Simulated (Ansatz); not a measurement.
We consider rock-salt ZrC, described by B3LYP (VWN-RPA form) in Ansatz (PAW).

Run with plane-wave cutoff 460 eV, 10×10×10 k mesh, Fermi–Dirac smearing 0.05 eV, scalar-relativistic PAW data made under PBE.

Cell (relaxed at this level):

```cif
data_CZr
_chemical_formula_sum 'Zr1 C1'
_space_group_name_H-M_alt 'P 1'
_space_group_IT_number 1
_cell_length_a 3.34778
_cell_length_b 3.34778
_cell_length_c 3.34778
_cell_angle_alpha 60.000
_cell_angle_beta 60.000
_cell_angle_gamma 60.000
loop_
_space_group_symop_operation_xyz
  'x, y, z'
loop_
_atom_site_label
_atom_site_type_symbol
_atom_site_fract_x
_atom_site_fract_y
_atom_site_fract_z
_atom_site_occupancy
Zr1 Zr 0.00000 0.00000 0.00000 1
C1 C 0.50000 0.50000 0.50000 1
```

Q: Predict the bulk modulus and pressure derivative B′ of the bulk modulus.

A: 
* **bulk modulus**: 224 GPa
* **pressure derivative B′ of the bulk modulus**: 4.0

Measured, for comparison: bulk modulus 223 GPa (temperature not stated, no zero-point or thermal correction, from single-crystal elastic constants, our sources range from 208 to 223; as tabulated in arXiv:1102.4063). Computed (rounded) less measured: bulk modulus +0.4 % (+0.4 % to +8 % over the range).

The computed numbers hold no vibrational or temperature effects.

Computing time: about 9 core-minutes (a rough figure).

Ansatz is an electronic-structure program.
